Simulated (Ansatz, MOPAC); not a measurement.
System: CHF$_{2}$, net charge -1, singlet state. SMILES: F[CH-]F

Atoms: C1, F2, F3, H4. Bonds: C1-F2, C1-F3, C1-H4.

Bond lengths (Å) and angles (degrees) optimised at PM3 with MOPAC; HF/STO-3G with Ansatz (a quantum-chemistry and plane-wave program); B3LYP/6-31G* with Ansatz, each started from the B3LYP-D3(BJ)/def2-TZVP structure (Ansatz) of the last column. A row stands for all coordinates that are equal there. 6-31G* holds six Cartesian d functions. No wavenumbers were computed at HF/STO-3G, so these may be saddle points.

```csv
coordinate,PM3,HF/STO-3G,B3LYP/6-31G*,B3LYP-D3(BJ)/def2-TZVP
C1-F2,1.363,1.429,1.481,1.476
C1-H4,1.112,1.152,1.143,1.123
F2-C1-F3,102.0,100.2,100.4,100.6
F2-C1-H4,103.7,99.9,98.5,98.8
```

Mean signed difference of all 3 bond lengths from B3LYP-D3(BJ)/def2-TZVP: PM3 -0.080 Å, HF/STO-3G -0.022 Å, B3LYP/6-31G* 0.010 Å.
